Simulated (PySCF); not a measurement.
## B2H, doublet along the scale of all distances

Starting geometry (PBE0/def2-TZVP stationary point for this spin, not checked as a minimum):

```xyz
3

B     0.0000    0.0000    0.1151
B     0.0000    0.0000   -1.4076
H     0.0000    0.0000    1.2925
```

From there all distances are scaled together; atoms are numbered as listed. Energies are in eV, counted from the starting geometry at the same level.

Basis 6-31G; PySCF 2.14.0. Correlated methods freeze the noble-gas cores. Prefix R: restricted or restricted open-shell reference.

The determinant at some points fills πx and πy unequally, so it is a mixture of Σ and Δ, which weighs on every level built on one determinant. The reference follows the lowest state, whose symmetry changes from Σ⁺ or Δ to Π between 1.000 and 1.118.

Full CI is exact within this basis and frozen core; it isn't the basis-set limit.

| scale of all distances | full CI | unpaired electrons (full CI) | error RHF | error RMP2 | error RCCSD | error RCCSD(T) | error RCCSDT |
| --- | --- | --- | --- | --- | --- | --- | --- |
| 0.882 | 1.441 | 3.01 | -0.295 | -0.096 | -0.013 | 0.002 | -0.008 |
| 1.000 | 0.000 | 3.03 | 0.000 | 0.000 | 0.000 | 0.000 | 0.000 |
| 1.118 | 0.289 | 1.23 | -0.070 | 0.069 | -0.093 | -0.083 | -0.024 |
| 1.297 | 1.018 | 1.19 | 0.316 | 0.243 | -0.054 | -0.072 | -0.023 |
| 1.475 | 2.142 | 1.28 | 0.809 | 0.513 | 0.046 | -0.031 | -0.017 |
| 1.751 | 3.576 | 1.51 | 0.786 | 0.757 | -0.008 | -0.026 | -0.018 |
| 1.969 | 4.247 | 1.64 | 0.906 | 0.813 | -0.080 | -0.075 | -0.022 |
| 2.361 | 4.916 | 2.16 | 1.495 | 1.158 | -0.105 | -0.127 | -0.031 |

Unpaired electrons are Σ n²(2−n)² over natural occupations. Errors are those of relative energies. In total energy the starting point itself misses full CI by: RHF 3.092, RMP2 1.005, RCCSD 0.222, RCCSD(T) 0.135, RCCSDT 0.033 eV.

Spread of the error over the points with a reference, to 2.361 (largest less smallest): RCCSDT 0.031, RCCSD(T) 0.128, RCCSD 0.151, RMP2 1.253, RHF 1.790 eV.

Going outwards, the relative energy of RMP2 first misses by more than 0.043 eV (1 kcal/mol) at 1.118.
